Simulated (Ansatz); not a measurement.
Two isomers of C5H10O2: A = `CC1CCOCO1`, B = `CC(=O)OC(C)C`.

Computed with Ansatz on PBE0-D4/def2-TZVP structures; ΔE is electronic, products minus reactants. CBS: MP2 limit from def2 TZ/QZ plus the TZ coupled-cluster correction, frozen cores. DFT in def2-TZVPP. B3LYP here is the variant with VWN-RPA as its local correlation; programs differ in this. Each species was taken in one conformer, which may not be the lowest.

**Question.** Which isomer does CCSD(T)/CBS put lower? Give the gap. (An estimate is asked.)

**Answer.** The calculation gave: B, by 21.6 kcal/mol.

**Question.** Give E(B) − E(A) in kcal/mol with MP2/def2-TZVPP, B3LYP, CCSD/def2-TZVPP, ωB97M-V, B3LYP-D4, HF/def2-TZVPP, PBE0-D4. (An estimate is asked.)

**Answer.** Computed: MP2/def2-TZVPP -22.3, B3LYP -26.5, CCSD/def2-TZVPP -21.4, ωB97M-V -22.4, B3LYP-D4 -25.0, HF/def2-TZVPP -25.7, PBE0-D4 -21.1. None reverses the order clearly.

Largest T1 diagnostic: 0.013.

The D4 term adds +1.4 kcal/mol with B3LYP and +0.7 kcal/mol with PBE0; it sums over pairs of atoms, weighted by their polarisabilities, and B3LYP, whose exchange is more repulsive, gets the larger term. In def2-TZVPP, CCSD(T) changes the Hartree–Fock value by +3.9 kcal/mol (the triples alone add −0.5 kcal/mol) and MP2 by +3.4 kcal/mol.
